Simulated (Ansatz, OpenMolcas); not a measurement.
**Heat of formation of C4H2 (1,3-butadiyne) from total energies**

The species is C4H2 (6 atoms), meant as a singlet with charge 0. SMILES: `C#CC#C`. The coordinates come from a PBE0-D4/def2-TZVP relaxation.

Total energies at SVWN5/aug-cc-pVDZ (OpenMolcas 26.06); the atoms run unrestricted:

```tsv
species	state	energy (Eh)
C4H2	singlet	-152.061790
C	triplet	-37.460433
H	doublet	-0.478010
```

Harmonic wavenumbers at PBE0-D4/def2-TZVP, in cm⁻¹: 239, 239, 535, 535, 673, 673, 678, 678, 925, 2128, 2306, 3481, 3483.

Measured heats of formation of the gaseous atoms at 298.15 K, in kJ/mol: C 716.9, H 218.0. Spin-orbit lowering of the atoms at 298 K (mean of the ground term's levels less their thermal mean, from spectra), in kJ/mol: C 0.02. Take 1 Eh = 2625.50 kJ/mol, 1 cm⁻¹ = 0.0119627 kJ/mol, RT = 2.479 kJ/mol.

Task: What heat of formation follows?

Result: 
1. Electronic atomisation energy: 4 × (-37.460433) + 2 × (-0.478010) − (-152.061790) = 1.264038 Eh = 3318.7 kJ/mol.
2. Zero-point energy: half the sum of the wavenumbers, 8286.5 cm⁻¹ = 99.1 kJ/mol.
3. Thermal vibrational enthalpy, Σ hcν̃/(exp(hcν̃/kT) − 1): 5.1 kJ/mol. Translation, rotation and pV of a linear molecule: 3.5 RT = 8.7 kJ/mol.
4. The 6 free atoms carry 5/2 RT each: 37.2 kJ/mol.
5. Spin-orbit coupling lowers the free atoms by 4 × 0.02 = 0.1 kJ/mol.
6. Atomisation enthalpy at 298 K: 3318.7 − 0.1 − 99.1 − 5.1 − 8.7 + 37.2 = 3242.9 kJ/mol.
7. Sum of the atoms' heats of formation: 3303.6 kJ/mol. Heat of formation: 3303.6 − 3242.9 = +60.7 kJ/mol.

The tabulated value is +460.4 kJ/mol (Active Thermochemical Tables), so this level is off by -399.7 kJ/mol, or 14.1 % of the atomisation enthalpy. The LDA overbinds, which puts heats of formation too low. Anharmonicity and any spin-orbit splitting of the molecule are left out.
